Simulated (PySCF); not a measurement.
This PySCF input asks for the NMR shieldings of `[O+]#CC`, [C2H3O]+; the geometry comes from PBE0-D3(BJ)/def2-SVP.

```python
import basis_set_exchange as bse
import numpy as np
from pyscf import gto, dft
from pyscf.prop import nmr

atoms = """
C    -0.472562   -0.015940   -0.030378
C     0.946914   -0.013869    0.004363
O     2.062138   -0.012292    0.030756
H    -0.803468   -0.788828   -0.749678
H    -0.847495   -0.246509    0.984738
H    -0.816157    0.985398   -0.352241
"""
names = dict.fromkeys(["C", "O", "H"], "pcSseg-1")
basis = {el: gto.basis.parse(bse.get_basis(n, elements=[el], fmt="nwchem")) for el, n in names.items()}
mol = gto.M(atom=atoms, basis=basis, charge=1, verbose=0)
mf = dft.RKS(mol, xc="PBE0")
mf.grids.level = 2
mf.grids.alignment = dft.numint.BLKSIZE   # the property module wants whole blocks of grid points
mf.conv_tol = 1e-9
mf.kernel()

calc = nmr.RKS(mf)   # GIAO
C = mf.mo_coeff
Co = C[:, mf.mo_occ > 0]
resp = mf.gen_response(singlet=True, hermi=2)
def vind(x):   # induced exchange potential for any number of trial vectors
    d = np.einsum("pi,xij,qj->xpq", C, 2 * x.reshape(-1, C.shape[1], Co.shape[1]), Co, optimize=True)
    return np.einsum("xpq,pi,qj->xij", resp(d - d.transpose(0, 2, 1)), C, Co, optimize=True).ravel()
mo1, _ = nmr.rhf.solve_mo1(calc, with_cphf=vind)
sigma = calc.kernel(mo1)
for i, s in enumerate(sigma):   # ppm
    w = np.linalg.eigvalsh((s + s.T) / 2)
    print("%2d %-2s iso %8.1f  s11 %8.1f  s22 %8.1f  s33 %8.1f" % (i, mol.atom_pure_symbol(i), w.mean(), *w))
```

Problem. Give the expected output.

Solution. 
```
 0 C  iso    184.2  s11    171.0  s22    171.1  s33    210.6
 1 C  iso     23.6  s11   -103.7  s22   -103.7  s33    278.1
 2 O  iso    -31.7  s11   -230.8  s22   -230.7  s33    366.4
 3 H  iso     27.1  s11     22.7  s22     24.1  s33     34.6
 4 H  iso     27.1  s11     22.7  s22     24.1  s33     34.6
 5 H  iso     27.1  s11     22.7  s22     24.1  s33     34.6
```

These numbers come from an equivalent density-fitted implementation of the same equations, which agrees with the script to about 0.01 ppm for H and up to a few tenths of a ppm for heavy atoms, so last digits may differ.

Problem. Turn these shieldings into chemical shifts. Chemical shifts δ = σref − σ; TMS for $^{13}$C (σ = 184.41 ppm) and $^{1}$H (σ = 31.27 ppm); $^{17}$O (σ = 334.56 ppm) vs H2O, all at this level.

Solution. Averaging equivalent atoms: C 1: 160.8; C 0: 0.2; O 2: 366.3; H 3/4/5: 4.15 ppm. Unscaled 17O shifts of doubly bonded oxygen tend to come out too high, by tens of ppm or more. Experimental scales use liquid or dissolved standards, which lie at an offset from isolated H2O (liquid H2O: subtract about 36 ppm).

Size and cost of the density-fitted run: 66 basis functions, 3.3 s wall time on 1 thread of an Arm Neoverse V1, shared host; peak memory 0.31 GiB.
